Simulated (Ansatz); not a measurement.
Basis sets compared for the cluster SiO₂ (the lowest singlet isomer of a short search). Charge 0, multiplicity 1. Geometry PBE0-D4/def2-TZVP. Ansatz on 4 threads of AMD EPYC 7B13 on a shared host; times are rough, and most runs start from earlier orbitals.

Cartesian coordinates in Å:
```
Si 0.000 0.000 0.000
O 0.294 -0.489 -1.393
O -0.294 0.489 1.393
```

The structure comes from a short search, and lower isomers may exist.

Binding counts from free atoms (Si triplet, O triplet) in the same basis, without a counterpoise term.

```json
{"level": "PBE-D4/def2-SVP", "functions": "46", "energy (Eh)": "-439.4307", "HOMO (eV)": "-7.99", "LUMO (eV)": "-3.96", "binding per atom (eV)": "4.33", "wall time": "0.2 s"}
{"level": "PBE-D4/def2-TZVP", "functions": "99", "energy (Eh)": "-439.7361", "HOMO (eV)": "-8.38", "LUMO (eV)": "-4.39", "binding per atom (eV)": "4.48", "wall time": "0.3 s"}
{"level": "r2SCAN-D4/def2-TZVP", "functions": "99", "energy (Eh)": "-439.9311", "HOMO (eV)": "-8.73", "LUMO (eV)": "-4.17", "binding per atom (eV)": "4.29", "wall time": "0.6 s"}
{"level": "PBE0-D4/def2-SVP", "functions": "46", "energy (Eh)": "-439.4356", "HOMO (eV)": "-9.62", "LUMO (eV)": "-3.08", "binding per atom (eV)": "3.94", "wall time": "0.2 s"}
{"level": "PBE0-D4/def2-TZVP", "functions": "99", "energy (Eh)": "-439.7410", "HOMO (eV)": "-9.95", "LUMO (eV)": "-3.46", "binding per atom (eV)": "4.12", "wall time": "0.6 s"}
```

(1) Estimate the rows for PBE-D4/def2-TZVPD, r2SCAN-D4/def2-TZVPD, PBE0-D4/def2-TZVPD.

Results:

(1) 
```csv
level,functions,energy (Eh),HOMO (eV),LUMO (eV),binding per atom (eV),wall time
PBE-D4/def2-TZVPD,123,-439.7380,-8.46,-4.49,4.48,0.45 s
r2SCAN-D4/def2-TZVPD,123,-439.9322,-8.79,-4.25,4.28,0.8 s
PBE0-D4/def2-TZVPD,123,-439.7424,-10.02,-3.57,4.12,0.55 s
```
